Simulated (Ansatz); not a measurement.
System: CH₃O₂, net charge 1, singlet state. It need not be the lowest isomer of its formula. SMILES: OC=[OH+]
Structure (B3LYP-D3(BJ)/def2-TZVP (Ansatz, a quantum-chemistry and plane-wave program) minimum search):
```xyz
6

O     -1.0530    -0.4395    -0.1143
C     -0.1186     0.4143    -0.0448
O      1.1188     0.2095     0.1392
H     -0.8259    -1.3865    -0.0179
H     -0.4163     1.4547    -0.1573
H      1.4268    -0.7134     0.2450
```
Charge +1, spin multiplicity 1.

Q: Give the harmonic wavenumbers at B3LYP-D3(BJ)/def2-TZVP (Ansatz, finite differences of forces, unscaled).

A: 621, 622, 743, 1100, 1104, 1176, 1405, 1446, 1664, 3194, 3619, 3638 cm⁻¹. Zero-point energy 29.1 kcal/mol.

Q: From these and the geometry, give the ideal-gas thermochemistry at 298.15 K and 1 atm (rigid rotor, harmonic oscillator).

A: Point group C2v, rotational symmetry number 2. Rotational constants 67.64, 11.37, 9.736 GHz. S(trans) 37.47, S(rot) 19.91, S(vib) 1.29, S(elec, spin only) 0.00, S 58.7 cal/(mol K). H(298) - H(0) 2.67 kcal/mol; G - E(el) 14.2 kcal/mol.
